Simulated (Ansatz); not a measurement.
# C₄H₅ClO: one species, many methods

One table from this session's results is given with a row withheld; the runs are named, their logs left out.

Computed with Ansatz 0.2.0, Gaussian basis. Level: functionals in def2-TZVPP, the program's frozen cores in correlated methods.

Levels to be run: PBE-D4, r2SCAN-D4, PBE0-D4, B3LYP-D4, ωB97X-V, ωB97M-V, B2PLYP; CCSD(T)/def2-TZVPP; MP2/def2-QZVPP; extrapolation to the limit.

### The geometry

All runs share one geometry, relaxed beforehand with PBE0-D4 in a triple-zeta def2 set.

SMILES `CC=C=C(O)Cl`, 11 atoms, charge 0, spin multiplicity 1.

Atoms are counted from 1 here; the program's logs count them from 0.

Bond lengths: C1–C2 1.495 Å, C1–H7 1.094 Å, C1–H8 1.094 Å, C1–H9 1.090 Å, C2–C3 1.304 Å, C2–H10 1.091 Å, C3–C4 1.301 Å, C4–O5 1.355 Å, C4–Cl6 1.722 Å, O5–H11 0.964 Å. Angles: C2–C1–H7 110.2°, C2–C1–H8 110.6°, C2–C1–H9 111.5°, H7–C1–H8 106.8°, H7–C1–H9 108.7°, H8–C1–H9 108.9°, C1–C2–C3 125.2°, C1–C2–H10 116.2°, C3–C2–H10 118.6°, C2–C3–C4 179.8°, C3–C4–O5 127.3°, C3–C4–Cl6 122.1°, O5–C4–Cl6 110.6°, C4–O5–H11 107.8°.

The first run:

File in.yaml:

```yaml
crystal:
  periodic: [false, false, false]
  atoms:
    - {symbol: C, position_ang: [-1.638551, -0.412014, -0.772304]}
    - {symbol: C, position_ang: [-0.601852, 0.597338, -0.394368]}
    - {symbol: C, position_ang: [0.446921, 0.358561, 0.342902]}
    - {symbol: C, position_ang: [1.491015, 0.116840, 1.080987]}
    - {symbol: O, position_ang: [2.719151, -0.275727, 0.663191]}
    - {symbol: Cl, position_ang: [1.455016, 0.273772, 2.795859]}
    - {symbol: H, position_ang: [-2.621751, -0.098794, -0.407972]}
    - {symbol: H, position_ang: [-1.715787, -0.494889, -1.860688]}
    - {symbol: H, position_ang: [-1.408539, -1.393472, -0.358952]}
    - {symbol: H, position_ang: [-0.756902, 1.610352, -0.769816]}
    - {symbol: H, position_ang: [2.696479, -0.338967, -0.298338]}
basis:
  gaussian: {orbitals: def2-TZVPP}
hamiltonian: {xc: pbe, dispersion: d4}
output: {forces: true, orbitals: {seedname: orbitals}}
```

The run is started by

```bash
ansatz run in.yaml --threads 4 --pin off --events-out ev --progress --plain --max-ram 10444MiB
```

Steps of the session up to this table: PBE-D4 (GGA); r2SCAN-D4 (meta-GGA); PBE0-D4 (hybrid); B3LYP-D4 (hybrid); ωB97X-V (range-separated); ωB97M-V (range-separated); B2PLYP (double hybrid); CCSD(T) in def2-TZVPP; MP2 in def2-QZVPP.

One of the session's tables, all rows but one given; the rest of the session is left out.

It belongs to the step «Atomisation energies». 

| method | atomisation energy (eV) |
| --- | --- |
| PBE-D4 | 48.628 |
| r2SCAN-D4 | ? |
| PBE0-D4 | 47.331 |
| B3LYP-D4 | 46.723 |
| ωB97X-V | 46.671 |
| ωB97M-V | 46.869 |
| B2PLYP | 46.260 |
| HF/def2-TZVPP | 32.956 |
| MP2/def2-TZVPP | 46.633 |
| CCSD/def2-TZVPP | 44.406 |
| CCSD(T)/def2-TZVPP | 45.354 |
| MP2/CBS | 47.877 |
| CCSD(T)/CBS | 46.599 |

Estimate the missing values for r2SCAN-D4.

As computed: atomisation energy (eV): 47.078. In the column «atomisation energy (eV)» it lies between ωB97M-V (46.869) and PBE0-D4 (47.331).
